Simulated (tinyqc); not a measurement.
Worked calculation (part 3 of 3): UHF in the sto-3g basis, for H3O+, spin multiplicity 1. Computed by tinyqc, a small Python program that keeps every step (integrals from PySCF). Command: `OMP_NUM_THREADS=1 python tinyqc.py 20605 20606 out.jsonl` (the two numbers bound the seeds that draw the settings). One thread of a shared host (Intel(R) Xeon(R) Processor @ 2.60GHz), about 0.2 s of CPU time with the checks.

Geometry (angstrom):

| atom | x | y | z |
|---|---|---|---|
| O | 0.000000 | 0.000000 | 0.417000 |
| H | 1.122000 | 0.000000 | 0.000000 |
| H | -0.561000 | 0.972000 | 0.000000 |
| H | -0.561000 | -0.972000 | 0.000000 |

## Iteration 11 (converged): orbitals

converged F(alpha) (hartree), lower triangle:
```
             1O 1s      1O 2s     1O 2px     1O 2py     1O 2pz      2H 1s      3H 1s      4H 1s
1O 1s   -20.791811
1O 2s    -5.287086  -2.858005
1O 2px   -0.000006  -0.000048  -0.725567
1O 2py    0.000000   0.000000   0.000000  -0.725540
1O 2pz    0.019388   0.068915   0.000015   0.000000  -0.797167
2H 1s    -0.695012  -0.818644  -0.503436   0.000000   0.220552  -0.640162
3H 1s    -0.694592  -0.818286   0.251593  -0.435912   0.220460  -0.213324  -0.639953
4H 1s    -0.694592  -0.818286   0.251593   0.435912   0.220460  -0.213324  -0.213155  -0.639952
```

converged F(beta) (hartree), lower triangle:
```
             1O 1s      1O 2s     1O 2px     1O 2py     1O 2pz      2H 1s      3H 1s      4H 1s
1O 1s   -20.791811
1O 2s    -5.287086  -2.858005
1O 2px   -0.000006  -0.000048  -0.725567
1O 2py    0.000000   0.000000   0.000000  -0.725540
1O 2pz    0.019388   0.068915   0.000015   0.000000  -0.797167
2H 1s    -0.695012  -0.818644  -0.503436   0.000000   0.220552  -0.640162
3H 1s    -0.694592  -0.818286   0.251593  -0.435912   0.220460  -0.213324  -0.639952
4H 1s    -0.694592  -0.818286   0.251593   0.435912   0.220460  -0.213324  -0.213155  -0.639953
```

X, lower triangle:
```
            1O 1s      1O 2s     1O 2px     1O 2py    1O 2pz      2H 1s      3H 1s     4H 1s
1O 1s    1.023858
1O 2s   -0.137941   1.159736
1O 2px  -0.000004   0.000043   1.056947
1O 2py   0.000000   0.000000   0.000000   1.056934
1O 2pz   0.004716  -0.042796  -0.000015   0.000000  1.013291
2H 1s    0.016088  -0.176273  -0.173372   0.000000  0.054967   1.094634
3H 1s    0.016082  -0.176173   0.086640  -0.150092  0.054927  -0.042012   1.094551
4H 1s    0.016082  -0.176173   0.086640   0.150092  0.054927  -0.042012  -0.041975  1.094551
```

Diagonalise F' = X^T F X, C = X C', fill 5 alpha and 5 beta electrons from the bottom; D(s) = C_occ C_occ^T. Each column has its largest component positive (the first on a tie).

F' = X^T F X (alpha) (hartree), lower triangle:
```
            1          2          3          4          5          6          7          8
1  -20.415116
2   -2.701517  -1.743290
3   -0.000015   0.000038  -0.553128
4    0.000000   0.000001   0.000000  -0.553129
5    0.035520  -0.037896  -0.000025   0.000000  -0.753395
6   -0.060064  -0.349111  -0.410443   0.000000   0.151000  -0.328549
7   -0.059976  -0.348950   0.205139  -0.355370   0.150931  -0.042081  -0.328581
8   -0.059976  -0.348950   0.205139   0.355369   0.150932  -0.042081  -0.042039  -0.328580
```

orbital energies (alpha) (hartree): MO1 -20.799909, MO2 -1.644529, MO3 -0.939801, MO4 -0.939779, MO5 -0.838122, MO6 -0.041946, MO7 0.100109, MO8 0.100209

coefficients C (alpha):
```
              MO1        MO2        MO3        MO4        MO5        MO6        MO7        MO8
1O 1s    0.994487  -0.242925   0.000044   0.000000  -0.061719  -0.127617   0.000000   0.000116
1O 2s    0.023787   0.911914  -0.000223  -0.000002   0.302413   0.731700  -0.000001  -0.000715
1O 2px   0.000001   0.000050   0.708257   0.005459   0.000199  -0.000544  -0.001568  -0.812740
1O 2py   0.000000   0.000000  -0.005459   0.708251   0.000000   0.000000   0.812720  -0.001568
1O 2pz  -0.002101  -0.084282  -0.000189  -0.000001   0.914581  -0.440569   0.000001   0.000404
2H 1s   -0.003558   0.094841   0.428522   0.003303  -0.144183  -0.586665   0.001624   0.841753
3H 1s   -0.003556   0.094792  -0.217062   0.369417  -0.144331  -0.587628  -0.729283  -0.418737
4H 1s   -0.003556   0.094792  -0.211342  -0.372718  -0.144331  -0.587629   0.727662  -0.421547
```

F' = X^T F X (beta) (hartree), lower triangle:
```
            1          2          3          4          5          6          7          8
1  -20.415116
2   -2.701517  -1.743290
3   -0.000015   0.000038  -0.553128
4    0.000000  -0.000001   0.000000  -0.553129
5    0.035520  -0.037896  -0.000025   0.000000  -0.753395
6   -0.060064  -0.349111  -0.410443   0.000000   0.151000  -0.328549
7   -0.059976  -0.348950   0.205139  -0.355369   0.150932  -0.042081  -0.328580
8   -0.059976  -0.348950   0.205139   0.355370   0.150931  -0.042081  -0.042039  -0.328581
```

orbital energies (beta) (hartree): MO1 -20.799909, MO2 -1.644529, MO3 -0.939801, MO4 -0.939779, MO5 -0.838122, MO6 -0.041946, MO7 0.100109, MO8 0.100209

coefficients C (beta):
```
              MO1        MO2        MO3        MO4        MO5        MO6        MO7        MO8
1O 1s    0.994487  -0.242925   0.000044   0.000000  -0.061719  -0.127617   0.000000   0.000116
1O 2s    0.023787   0.911914  -0.000223   0.000002   0.302413   0.731700   0.000001  -0.000715
1O 2px   0.000001   0.000050   0.708257  -0.005459   0.000199  -0.000544   0.001568  -0.812740
1O 2py   0.000000   0.000000   0.005459   0.708251   0.000000   0.000000   0.812720   0.001568
1O 2pz  -0.002101  -0.084282  -0.000189   0.000001   0.914581  -0.440569  -0.000001   0.000404
2H 1s   -0.003558   0.094841   0.428522  -0.003303  -0.144183  -0.586665  -0.001624   0.841753
3H 1s   -0.003556   0.094792  -0.211342   0.372718  -0.144331  -0.587629  -0.727662  -0.421547
4H 1s   -0.003556   0.094792  -0.217062  -0.369417  -0.144331  -0.587628   0.729283  -0.418737
```

D(alpha) after iteration 11, lower triangle:
```
            1O 1s      1O 2s     1O 2px     1O 2py     1O 2pz      2H 1s      3H 1s     4H 1s
1O 1s    1.051826
1O 2s   -0.216535   0.923607
1O 2px   0.000008  -0.000053   0.501658
1O 2py   0.000000  -0.000001   0.000000   0.501649
1O 2pz  -0.038062   0.199673   0.000044   0.000000   0.843566
2H 1s   -0.017660   0.042704   0.303497   0.000000  -0.139934   0.213438
3H 1s   -0.017665   0.042757  -0.151743   0.262825  -0.139944  -0.061982   0.213414
4H 1s   -0.017665   0.042758  -0.151743  -0.262824  -0.139944  -0.061983  -0.061985  0.213414
```

D(beta) after iteration 11, lower triangle:
```
            1O 1s      1O 2s     1O 2px     1O 2py     1O 2pz      2H 1s      3H 1s     4H 1s
1O 1s    1.051826
1O 2s   -0.216535   0.923607
1O 2px   0.000008  -0.000053   0.501658
1O 2py   0.000000   0.000001   0.000000   0.501649
1O 2pz  -0.038062   0.199673   0.000044   0.000000   0.843566
2H 1s   -0.017660   0.042704   0.303497   0.000000  -0.139934   0.213438
3H 1s   -0.017665   0.042758  -0.151743   0.262824  -0.139944  -0.061983   0.213414
4H 1s   -0.017665   0.042757  -0.151743  -0.262825  -0.139944  -0.061982  -0.061985  0.213414
```

Within a degenerate level the vectors are fixed only up to a rotation; this is one choice.

## Convergence

Stop when the energy changes by less than 1e-09 hartree and every element of the error matrix X^T (F D S - S D F) X (for each spin) is below 9e-06.

Course of the cycle:

| iteration | E (hartree) | change | largest element of the error matrix |
|---|---|---|---|
| 1 | -74.82883368 | - | 2.10e-01 |
| 2 | -75.19383768 | -3.65e-01 | 8.69e-02 |
| 3 | -75.22879422 | -3.50e-02 | 2.14e-02 |
| 4 | -75.23516542 | -6.37e-03 | 8.74e-03 |
| 5 | -75.23639279 | -1.23e-03 | 4.47e-03 |
| 6 | -75.23669999 | -3.07e-04 | 1.30e-03 |
| 7 | -75.23674910 | -4.91e-05 | 4.28e-04 |
| 8 | -75.23675570 | -6.60e-06 | 1.25e-04 |
| 9 | -75.23675608 | -3.73e-07 | 2.55e-05 |
| 10 | -75.23675608 | -4.36e-09 | 6.88e-06 |
| 11 | -75.23675608 | -2.68e-10 | 6.99e-07 |

PySCF UHF in the same basis, after a stability check = -75.23675608 hartree

Converged in 11 iterations.

## Populations, bond orders and dipole

overlap S, lower triangle:
```
           1O 1s     1O 2s     1O 2px     1O 2py     1O 2pz     2H 1s     3H 1s     4H 1s
1O 1s   1.000000
1O 2s   0.236704  1.000000
1O 2px  0.000000  0.000000   1.000000
1O 2py  0.000000  0.000000   0.000000   1.000000
1O 2pz  0.000000  0.000000   0.000000   0.000000   1.000000
2H 1s   0.030536  0.332254   0.284447   0.000000  -0.105717  1.000000
3H 1s   0.030517  0.332118  -0.142146   0.246286  -0.105660  0.130703  1.000000
4H 1s   0.030517  0.332118  -0.142146  -0.246286  -0.105660  0.130703  0.130602  1.000000
```

Mulliken: Z minus the diagonal of D S on the atom; Loewdin: the same with S^(1/2) D S^(1/2); Mayer order: 2 sum_s sum (D(s) S)_ij (D(s) S)_ji over the two atoms.

Charges (e):

| atom | Mulliken | Loewdin | Mulliken spin |
|---|---|---|---|
| 1O | -0.128126 | 0.020103 | 0 |
| 2H | 0.375986 | 0.326557 | 0 |
| 3H | 0.376070 | 0.326670 | 9.45e-07 |
| 4H | 0.376070 | 0.326670 | -9.45e-07 |

Mayer bond orders:

| pair | order |
|---|---|
| 2-1 | 0.832741 |
| 3-1 | 0.832662 |
| 3-2 | 0.012947 |
| 4-1 | 0.832662 |
| 4-2 | 0.012947 |
| 4-3 | 0.012962 |

dipole moment about the origin, x y z (debye): -0.000414  0.000000  -0.833913

<S^2> of the determinant (pure state: 0) = 0
